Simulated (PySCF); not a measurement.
## Atomic charges by several schemes

Compound: NH3O.
Structure used (PBE0-D3(BJ)/def2-SVP), in Å, numbered top down from 1:
```
atom  x, y, z in Å
N1    -0.0074    0.0040   -0.0053
O2    -0.9670    0.5322   -0.7206
H3     0.9681    0.2465   -0.3080
H4    -0.0059    0.2627    1.0121
H5     0.0123   -1.0453    0.0218
```

Density: PBE0/pcSseg-1 (PySCF); schemes: Mulliken, IAO, Hirshfeld and ESP-fitted. Isolated species at its PBE0-D3(BJ)/def2-SVP geometry, gas phase.

Which atoms carry the highest charge in the Mulliken, IAO, Hirshfeld and ESP-fitted schemes?

The schemes don't all agree: Mulliken H3, H4 and H5 (+0.186); IAO H3, H4 and H5 (+0.244); Hirshfeld H3, H4 and H5 (+0.144); ESP-fitted N1 (+0.235).

At which atom do the 4 schemes differ most?

At N1: from -0.045 (IAO) to +0.235 e (ESP-fitted), 0.280 e apart.

What partial charge does each atom carry?

In e:

```csv
atom,environment,Mulliken,IAO,Hirshfeld,ESP-fitted
N1,N-oxide nitrogen,+0.098,-0.045,+0.021,+0.235
O2,N-oxide oxygen,-0.657,-0.687,-0.453,-0.681
H3,N–H hydrogen,+0.186,+0.244,+0.144,+0.149
H4,N–H hydrogen,+0.186,+0.244,+0.144,+0.148
H5,N–H hydrogen,+0.186,+0.244,+0.144,+0.148
```

Mean size of the charges over all atoms: IAO 0.293 e, ESP-fitted 0.272 e, Mulliken 0.263 e, Hirshfeld 0.181 e. Each set sums to the total charge, 0, to within 0.001 e. The Hirshfeld scheme weights the molecular density at each point by an atom's share of the summed free-atom densities. The ESP scheme is a least-squares fit of atom-centred charges to the potential on four shells outside the van der Waals surface, with the total charge fixed.

Sum the charges by element, for elements with more than one atom.

| element | atoms | Mulliken | IAO | Hirshfeld | ESP-fitted |
| --- | --- | --- | --- | --- | --- |
| H | 3 | +0.559 | +0.732 | +0.431 | +0.446 |

How many electrons does the ESP-fitted scheme count on N1?

Z − q = 7 − (+0.235) = 6.765.
